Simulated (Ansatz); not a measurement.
# C4H4F2: up Jacob's ladder to CCSD(T)

The task here is to estimate one member of a computed series from the others.

Method: functionals in def2-TZVPP, the program's frozen cores in correlated methods; program: Ansatz 0.2.0, Gaussian basis.

Levels to be run: LDA (SPW92), PBE-D4, revPBE-D4, BLYP-D4, r2SCAN-D4, B97M-V, PBE0-D4, B3LYP-D4, r2SCANh-D4, r2SCAN0-D4, HSE06-D4, BHLYP-D4, CAM-B3LYP-D4, LC-ωPBE, ωB97X-V, ωB97M-V, B2PLYP, PBE-QIDH; CCSD(T)/def2-SVP; CCSD(T)/def2-TZVPP; MP2/def2-QZVPP; extrapolation to the limit; RPA on PBE.

### Structure used throughout

All runs share one geometry, relaxed beforehand with PBE0-D4 in a triple-zeta def2 set.

SMILES `C=C(F)C(=C)F`, 10 atoms, charge 0, spin multiplicity 1.

Atoms are counted from 1 here; the program's logs count them from 0.

Bond lengths: C1–C2 1.324 Å, C1–H7 1.081 Å, C1–H8 1.079 Å, C2–F3 1.338 Å, C2–C4 1.457 Å, C4–C5 1.324 Å, C4–F6 1.338 Å, C5–H9 1.081 Å, C5–H10 1.079 Å. Angles: C2–C1–H7 120.6°, C2–C1–H8 119.7°, H7–C1–H8 119.7°, C1–C2–F3 120.8°, C1–C2–C4 126.4°, F3–C2–C4 112.8°, C2–C4–C5 126.4°, C2–C4–F6 112.8°, C5–C4–F6 120.8°, C4–C5–H9 120.6°, C4–C5–H10 119.7°, H9–C5–H10 119.7°.

Set-up of the first run:

Contents of in.yaml:

```yaml
crystal:
  periodic: [false, false, false]
  atoms:
    - {symbol: C, position_ang: [-0.063420, -1.782438, 0.512548]}
    - {symbol: C, position_ang: [0.396120, -0.569392, 0.248623]}
    - {symbol: F, position_ang: [1.688201, -0.270776, 0.429139]}
    - {symbol: C, position_ang: [-0.379617, 0.559261, -0.247599]}
    - {symbol: C, position_ang: [0.080033, 1.772186, -0.511886]}
    - {symbol: F, position_ang: [-1.671796, 0.260790, -0.427625]}
    - {symbol: H, position_ang: [0.599016, -2.554260, 0.879052]}
    - {symbol: H, position_ang: [-1.109016, -2.003243, 0.359943]}
    - {symbol: H, position_ang: [-0.582244, 2.543910, -0.878880]}
    - {symbol: H, position_ang: [1.125822, 1.992661, -0.360117]}
basis:
  gaussian: {orbitals: def2-TZVPP}
hamiltonian: {xc: lda}
output: {orbitals: {seedname: orbitals}}
```

Run with:

```bash
$ ansatz run in.yaml --threads 4 --pin off --events-out ev --progress --plain --max-ram 10444MiB
```

Among the steps run: LDA; PBE-D4 (GGA); revPBE-D4 (GGA); BLYP-D4 (GGA); r2SCAN-D4 (meta-GGA); B97M-V (meta-GGA); B3LYP-D4 (hybrid); r2SCANh-D4 (hybrid); r2SCAN0-D4 (hybrid); HSE06-D4 (hybrid); BHLYP-D4 (hybrid); CAM-B3LYP-D4 (range-separated); LC-ωPBE (range-separated); ωB97X-V (range-separated); ωB97M-V (range-separated); B2PLYP (double hybrid); PBE-QIDH (double hybrid).

One of the session's tables, all rows but one given; the rest of the session is left out.

| functional | HOMO (eV) | gap (eV) |
| --- | --- | --- |
| LDA (SPW92) | -6.39 | 4.00 |
| PBE-D4 | -6.17 | 4.04 |
| revPBE-D4 | -6.09 | 4.05 |
| BLYP-D4 | -6.02 | 4.02 |
| r2SCAN-D4 | -6.37 | 4.37 |
| B97M-V | -6.36 | 4.45 |
| PBE0-D4 | -7.26 | 6.02 |
| B3LYP-D4 | ? | ? |
| r2SCANh-D4 | -6.78 | 5.11 |
| r2SCAN0-D4 | -7.40 | 6.23 |
| HSE06-D4 | -6.87 | 5.25 |
| BHLYP-D4 | -8.21 | 7.99 |
| CAM-B3LYP-D4 | -8.55 | 8.39 |
| LC-ωPBE | -9.88 | 10.85 |
| ωB97X-V | -9.48 | 10.41 |
| ωB97M-V | -9.39 | 10.24 |

Estimate the missing values for B3LYP-D4.

Worked estimate for «HOMO (eV)». Against the share of exact exchange, BLYP-D4 (0, -6.02), BHLYP-D4 (0.5, -8.21) give a slope of -4.38 per unit share; at 0.2 the line stands at -6.90.

As computed: HOMO (eV): -7.06; gap (eV): 5.60. In «HOMO (eV)» the line misses by +0.16.
